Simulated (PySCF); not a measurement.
# Solver options tried on LiS⁺

Do solver options change the result for LiS⁺, or only the number of cycles?

Program: PySCF 2.14.0. Level of theory: method and basis as typed in the scripts. These are calculated values, not measurements.

1 further run of the same task is left out (it didn't finish).

## 1. Starting geometry

LiS⁺: 2 atoms, charge 1, spin multiplicity 1.

Bond lengths: Li1–S2 2.204 Å.

## 2. The run that the others are compared with

input.py reads:

```python
from pyscf import gto, dft

mol = gto.M(
    atom='Li 0 0 0; S 0 0 2.204',
    basis='pcseg-1',
    charge=1,
    spin=0,
    verbose=4,
)
mf = dft.UKS(mol, xc='mn15l')
mf.kernel()
mf.dip_moment()
print('orbital energies (hartree):', [e[max(0, n-3):n+3].round(4) for e, n in zip(mf.mo_energy, mol.nelec)])
```

Run with:

```
python input.py
```

The log of this run is left out.

It gives: E(SCF) = -405.318342 Eh, 9 cycles, ⟨S²⟩ = 1.013.

⟨S²⟩ = 1.01 against 0.00 for a pure state: the determinant is spin-contaminated. The bond length is a typed value, not an optimised one. The dipole of an ion depends on the origin.

## 3. Initial guess 1e

Variant 1 changes initial guess: minao → 1e.

input.py reads:

```python
from pyscf import gto, dft

mol = gto.M(
    atom='Li 0 0 0; S 0 0 2.204',
    basis='pcseg-1',
    charge=1,
    spin=0,
    verbose=4,
)
mf = dft.UKS(mol, xc='mn15l')
mf.init_guess = '1e'
mf.kernel()
mf.dip_moment()
print('orbital energies (hartree):', [e[max(0, n-3):n+3].round(4) for e, n in zip(mf.mo_energy, mol.nelec)])
```

Run with:

```
python input.py
```

## 4. DIIS space 4

Variant 2 changes DIIS space: default → 4.

input.py: that of step 2 with these lines changed.

```diff
@@ -10,2 +10,3 @@
 mf = dft.UKS(mol, xc='mn15l')
+mf.diis_space = 4
 mf.kernel()
```

## 5. Initial guess sap

Variant 3 changes initial guess: minao → sap.

input.py: that of step 2 with these lines changed.

```diff
@@ -10,2 +10,3 @@
 mf = dft.UKS(mol, xc='mn15l')
+mf.init_guess = 'sap'
 mf.kernel()
```

## 6. Smearing width 0.2 hartree

Variant 4 changes smearing width: none → 0.2 hartree.

input.py: that of step 2 with these lines changed.

```diff
@@ -1,2 +1,2 @@
-from pyscf import gto, dft
+from pyscf import gto, dft, scf
 
@@ -10,2 +10,3 @@
 mf = dft.UKS(mol, xc='mn15l')
+mf = scf.addons.smearing_(mf, sigma=0.2, method='fermi')
 mf.kernel()
```

## 7. Convergence threshold 1e-05 hartree

Variant 5 changes convergence threshold: default → 1e-05 hartree.

input.py: that of step 2 with these lines changed.

```diff
@@ -10,2 +10,3 @@
 mf = dft.UKS(mol, xc='mn15l')
+mf.conv_tol = 1e-05
 mf.kernel()
```

Before running it: what results should come out? Wanted: for each run, E(SCF); from base; gap.

The runs gave:

| run | E(SCF) (hartree) | from base (eV) | cycles | gap (eV) |
| --- | --- | --- | --- | --- |
| base | -405.318342 | 0 | 9 | 2.47 |
| initial guess 1e | -405.290916 | +0.7463 | 11 | 1.77 |
| DIIS space 4 | -405.318342 | 0.0000 | 9 | 2.47 |
| initial guess sap | -405.318338 | +0.0001 | 14 | 2.47 |
| smearing width 0.2 hartree (poor choice) | -404.521905 | not comparable | 20 | n/a |
| convergence threshold 1e-05 hartree | -405.318342 | 0.0000 | 5 | 2.47 |

Distance from each run's final energy (log10 hartree) by cycle:

| run | cycle 1 | cycle 2 | cycle 3 | cycle 5 | cycle 8 | cycle 12 |
| --- | --- | --- | --- | --- | --- | --- |
| base | -1.6 | -2.4 | -3.4 | -5.9 | -9.2 | done |
| initial guess 1e | 1.0 | 0.9 | -1.1 | -2.7 | -6.8 | done |
| DIIS space 4 | -1.6 | -2.4 | -3.4 | -5.9 | -9.3 | done |
| initial guess sap | -1.4 | -1.4 | -2.2 | -2.2 | -2.5 | -8.0 |
| smearing width 0.2 hartree (poor choice) | -0.3 | -0.8 | -1.4 | -2.7 | -7.4 | -8.6 |
| convergence threshold 1e-05 hartree | -1.6 | -2.4 | -3.4 | -6.0 | done | done |

What this shows: No change of the SCF energy comes from DIIS space 4 or convergence threshold 1e-05 hartree. Of the runs whose energies can be compared, “initial guess 1e” moves the SCF energy most (+0.746 eV). With initial guess 1e the SCF ends in another solution, 0.75 eV higher: the path to self-consistency decides the state here. Rows marked «poor choice» come from settings spoiled on purpose.
